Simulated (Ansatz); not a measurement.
hcp Tl, treated with r²SCAN in Ansatz (plane waves, PAW).

Settings: plane-wave cutoff 500 eV, 18×18×1 k mesh (along the axes of the cell as run), Fermi–Dirac smearing 0.1 eV, scalar-relativistic PAW data made under PBE.

Task: Predict the surface energy of the (0001) face and work function of the (0001) face.

Result: 
- surface energy of the (0001) face: 0.36 J/m²
- work function of the (0001) face: 3.65 eV

The slab of 6 atoms is relaxed and unreconstructed.

Spin–orbit coupling is not included; it can shift volumes and moduli of such heavy elements.

Static lattice: no zero-point or thermal effects.

Computing time: around 4 core-minutes (rough).

Ansatz is a quantum-chemistry and plane-wave program.
